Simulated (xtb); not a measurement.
Species: CN, SMILES `[C]#N` (charge 0, multiplicity 2).

Question: Give a relaxed geometry from GFN2-xTB (xtb 6.7.1).

Answer: the end point of this relaxation (outside a Z-matrix the atoms follow the SMILES, hydrogens last).
Z-matrix (Å, degrees):
```
C
N 1 1.1357
```
